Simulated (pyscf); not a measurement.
Optimised with ωB97X-D3(BJ)/def2-SVP in PySCF.

SMILES: CCCCC=O
```xyz
16

C     -1.7285     0.5859     1.7517
C     -0.8089    -0.2821     0.8956
C      0.3148     0.5148     0.2300
C      1.2411    -0.3518    -0.6296
C      0.5268    -0.9359    -1.8257
O      0.5520    -2.0948    -2.1498
H     -2.5255    -0.0118     2.2207
H     -1.1659     1.0860     2.5574
H     -2.2105     1.3718     1.1468
H     -0.3642    -1.0816     1.5141
H     -1.4031    -0.7998     0.1211
H     -0.1217     1.3163    -0.3945
H      0.9123     1.0272     1.0028
H      1.6818    -1.1812    -0.0542
H      2.0700     0.2654    -1.0220
H     -0.0576    -0.1877    -2.4281
```
Charge 0, spin multiplicity 1.

### Question
How much does it cost (ΔH, 298 K, ωB97M-D3(BJ)/def2-TZVP) to split H₃C–CH₂–CH₂–CH₂–CH=O (SMILES CCCCC=O) at its C–C bond into •H₂C–CH₃ + •H₂C–CH₂–CH=O?

### Answer
C–C to •H₂C–CH₃ + •H₂C–CH₂–CH=O: 88.2 kcal/mol. The 7 functionals that were run give +77.7 (r²SCAN) to +88.4 kcal/mol (ωB97X-D3(BJ)). The radicals are drawn with the spin at the cut bond; how far it spreads was not checked. H₃C–CH₂–CH₂–CH₂–CH=O lies 7.8 kcal/mol over its isomer H₃C–CH₂–CH₂–C(CH₃)=O, and others may lie lower still (electronic energy, ωB97M-D3(BJ)). •H₂C–CH₂–CH=O lies 15.1 kcal/mol over its isomer H₃C–CH₂–C•=O, and others may lie lower still (electronic energy, ωB97M-D3(BJ)). Other isomers of •H₂C–CH₃ were not searched in full and may lie lower.
